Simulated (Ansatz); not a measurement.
# H6N: the cost of one run

All numbers below are computed with Ansatz 0.2.0 (RKS PBE0-D4/cc-pVDZ).

## 1. The system as given

Bond lengths: N1–H2 1.027 Å, N1–H3 1.027 Å, N1–H4 1.063 Å, N1–H5 1.027 Å. Angles: H2–N1–H3 109.5°, H2–N1–H4 109.4°, H2–N1–H5 109.5°, H3–N1–H4 109.4°, H3–N1–H5 109.5°, H4–N1–H5 109.6°.

As a file:

```xyz
7

N     0.0384   -0.0037   -0.8523
H    -0.6009   -0.7346   -1.1861
H     0.9962   -0.2242   -1.1507
H    -0.0001    0.0401    0.2086
H    -0.2431    0.9027   -1.2449
H    -0.1220   -0.0501    2.5078
H    -0.0684    0.0698    1.7176
```

## 2. Preparing the start

Input file input.yaml:

```yaml
crystal:
  periodic: [false, false, false]
  atoms:
    - { symbol: "N", position_ang: [0.0384, -0.0037, -0.8523] }
    - { symbol: H, position_ang: [-0.6009, -0.7346, -1.1861] }
    - { symbol: H, position_ang: [0.9962, -0.2242, -1.1507] }
    - { symbol: H, position_ang: [-0.0001, 0.0401, 0.2086] }
    - { symbol: H, position_ang: [-0.2431, 0.9027, -1.2449] }
    - { symbol: H, position_ang: [-0.122, -0.0501, 2.5078] }
    - { symbol: H, position_ang: [-0.0684, 0.0698, 1.7176] }
total_charge: 1
basis:
  gaussian: { orbitals: cc-pVDZ }
hamiltonian:
  xc: pbe0
  dispersion: d4
relax:
  f_tol: 0.02
  max_steps: 40
```

On the command line:

```
$ ansatz run input.yaml --threads 1 --pin off --max-ram 2048MiB --backend cpu --events-out ev --progress --plain --runs-dir out
```

**Question.** How long does this run take on 1 thread of Arm Neoverse V1, shared host, and how much memory does it need?

About 7.3 s, with a peak of 0.08 GiB.
